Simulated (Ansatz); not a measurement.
```xyz
11

C     1.141   -1.547    0.057
N     0.118   -0.994   -0.426
C    -0.556    0.022    0.302
C    -0.582    1.313   -0.479
F     0.010    0.278    1.552
H     1.638   -2.318   -0.529
H     1.557   -1.298    1.036
H    -1.572   -0.339    0.502
H     0.439    1.660   -0.649
H    -1.132    2.073    0.076
H    -1.062    1.151   -1.444
```

The species carries charge 0 and has multiplicity 1.

Q: List the CAM-B3LYP/def2-TZVPP orbital energies in eV (the Gaussian-basis code of Ansatz). (Best estimate.)

A: Computed: Occupied: -673.20, -391.82, -281.70, -280.09, -278.79, -34.81, -27.79, -23.24, -20.25, -17.92, -16.25, -16.17, -15.05, -13.80, -12.87, -12.78, -12.00, -11.83, -10.28, -9.32. Lowest empty: 0.64, 2.45, 3.11, 3.30, 3.97, 4.17, 4.36, 4.54.
